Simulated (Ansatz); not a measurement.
**H3Si–OH, singlet: reading a ladder of total energies**

Geometry: a PBE0/def2-TZVP stationary point for this spin, not checked as a minimum.

```xyz
6

Si    0.0000   -0.0248    0.5600
O     0.0000    0.0966   -1.0834
H     1.2036   -0.7463    1.0578
H     0.0000    1.3651    1.0700
H    -1.2036   -0.7463    1.0578
H     0.0000   -0.7148   -1.5919
```

Basis cc-pVDZ; Ansatz 0.2.0. Correlated methods freeze the noble-gas cores, which leaves 14 electrons in 46 orbitals. R marks a restricted (for open shells ROHF) determinant.

Full CI isn't at hand for all of this; RCCSDT(Q) serves as the reference, and is uncertain by about the last step of the cluster series.

Runs differ by some tens of microhartree through their thresholds, so steps under 0.03 kcal/mol mean nothing.

| level | total energy (hartree) |
| --- | --- |
| RHF | -366.152287 |
| RMP2 | -366.448474 |
| RCCSD | -366.476644 |
| RCCSD(T) | -366.482725 |
| RCCSDT | -366.483295 |
| RCCSDT(Q) | -366.483963 |

**Question.** What is the correlation energy at RCCSDT(Q), and what share of it do RMP2 and RCCSD recover?

**Answer.** E(corr) = -366.483963 − (-366.152287) = -0.331676 hartree = -9.025 eV. RMP2: -0.296187 / -0.331676 = 89.30 %. RCCSD: -0.324357 / -0.331676 = 97.79 %.

**Question.** By how many kcal/mol does RCCSD(T) miss RCCSDT(Q) (1 hartree = 627.509 kcal/mol), and which steps make up the rest?

**Answer.** -366.482725 − (-366.483963) = 0.001238 hartree = 0.78 kcal/mol. Steps: RCCSDT − RCCSD(T) = -0.36, RCCSDT(Q) − RCCSDT = -0.42 kcal/mol. That is within 1 kcal/mol of the reference in this basis, which itself misses far more of the correlation at the basis-set limit.
